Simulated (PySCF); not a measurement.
Compound: C3H5FO2.
Numbering: `[F:1][C@@H:2]1[CH2:3][O:4][CH2:5][O:6]1` (hydrogens: H7 on C2; H8, H9 on C3; H10, H11 on C5)

Method: PBE0-D3(BJ)/def2-SVP geometry optimisation, gas phase (PySCF).

(1) What internal coordinates does the optimisation give?

Results:

(1) 
```
  bond  length (Å)   order
 F1–C2       1.373  single
 C2–C3       1.539  single
 C3–O4       1.405  single
 O4–C5       1.390  single
 C5–O6       1.409  single
 C2–O6       1.373  single
 C2–H7       1.100  single
 C3–H8       1.100  single
 C3–H9       1.105  single
C5–H10       1.099  single
C5–H11       1.110  single
```

Orders are formal, as drawn. A selection of angles:
```
     angle  degrees
  F1–C2–C3    109.2
  F1–C2–O6    111.1
  F1–C2–H7    107.1
  C3–C2–O6    104.3
  C3–C2–H7    115.9
  O6–C2–H7    109.2
  C2–C3–O4    104.4
  C2–C3–H8    113.1
  C2–C3–H9    108.5
  O4–C3–H8    109.3
  O4–C3–H9    112.3
  H8–C3–H9    109.2
  C3–O4–C5    105.9
  O4–C5–O6    105.5
 O4–C5–H10    110.0
 O4–C5–H11    111.6
 O6–C5–H10    109.2
 O6–C5–H11    110.0
H10–C5–H11    110.4
  C2–O6–C5    106.2
```

Dihedral angles: F1–C2–C3–O4 -116° (anticlinal); C2–C3–O4–C5 19° (synperiplanar); C3–O4–C5–O6 -35° (synclinal); O4–C5–O6–C2 38° (synclinal); F1–C2–O6–C5 93° (anticlinal).

The 5-membered ring C2–C3–O4–C5–O6 has internal angles of 104.3° to 106.2° (sum 526°, against 540° for a flat polygon); it is puckered, 0.15 Å rms from its mean plane, widest ring torsion 38°. O4 (cyclic ether oxygen) is bent (angle 105.9°). The C–O distances run from 1.373 Å (C2–O6, drawn single) to 1.409 Å (C5–O6, drawn single), a spread of 0.036 Å.

Point group: C1 (no symmetry element, even within 0.4 Å). No PBE0-D3(BJ)/def2-SVP frequencies stand behind this structure, so it isn't proved a minimum. One conformer, not necessarily the lowest.
